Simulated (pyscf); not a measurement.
Structures and frequencies: ωB97X-D3(BJ)/def2-SVP in PySCF.

For the elementary gas-phase step HO–Si(OH)(F)–F (SMILES O[Si](O)(F)F) + NH₃ (SMILES N) → H₂N–Si(OH)(OH)–F (SMILES N[Si](O)(O)F) + HF (SMILES F) (singlet surface; F–Si, H–N broken, N–Si, F–H formed), what barrier and reaction energy does ωB97M-D3(BJ)/def2-TZVP give, measured from the separated reactants?

ΔE‡ = 23.7 kcal/mol, ΔE = +19.7 kcal/mol. Zero-point energy shifts the barrier by +1.0 kcal/mol. It is a four-centre exchange, with an imaginary mode of 708i cm⁻¹. On the reactant side the descent ends in an adduct with a N–Si contact (not fully relaxed), 8.4 kcal/mol under the separated species and 31.5 kcal/mol under the saddle at ωB97X-D3(BJ)/def2-TZVP. On the product side the descent ends in a bound adduct, 12.5 kcal/mol under the separated species and 16.5 kcal/mol under the saddle at ωB97X-D3(BJ)/def2-TZVP. What is counted as formed (N–Si) is already present as a longer contact in the reactant adduct; forming that adduct is a step of its own. One saddle was located; it need not be the lowest between these sides.
